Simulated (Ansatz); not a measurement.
Born–Oppenheimer molecular dynamics of BH6N (8 atoms, charge 0, multiplicity 1). It starts at the highest image of a converged band, a first-order saddle point between two minima.

Method: RKS PBE/def2-mTZVP in Ansatz.

```json
{
 "ensemble": "NVE (velocity Verlet)",
 "time step": "0.5 fs",
 "steps asked": "200",
 "starting velocities drawn for": "100 K",
 "seed": "10630"
}
```

First frame:

```xyz
8
Properties=species:S:1:pos:R:3
B 0.027 -0.355 0.107
H -0.246 0.343 1.268
H 1.073 0.133 -0.233
H -0.964 -0.148 -0.543
N 0.130 -1.803 0.712
H -0.606 -2.465 0.482
H 1.048 -2.238 0.748
H -0.146 -0.630 1.456
```

How far do the bonds stretch over the last three quarters of this one trajectory? (Pairs bonded in most of those frames.)


```csv
bond,mean (Å),spread (Å),shortest,longest
B1–H3,1.206,0.034,1.15,1.26
B1–H4,1.204,0.008,1.19,1.22
B1–N5,1.403,0.041,1.32,1.48
H2–H8,0.753,0.004,0.75,0.76
N5–H6,1.021,0.002,1.02,1.02
N5–H7,1.021,0.003,1.02,1.03
```

Mean temperature of the second half: 1909 K. The conserved energy stayed within 0.066 meV per atom of its start (net change 0.065 meV per atom), so the integration is sound. The kinetic energy rose, since the run started high on the potential surface and went downhill. It ends in pieces (BH4N + H2), so much of that is their flight and rotation, not heat. A run of 0.1 ps of so small a system gives no equilibrium averages. The orbitals stay closed-shell, which can raise the energy where a bond breaks towards radicals; this wasn't checked here.

Run time: 3.6 min on 1 thread of Arm Neoverse V1 (shared host), peak memory 0.094 GiB.
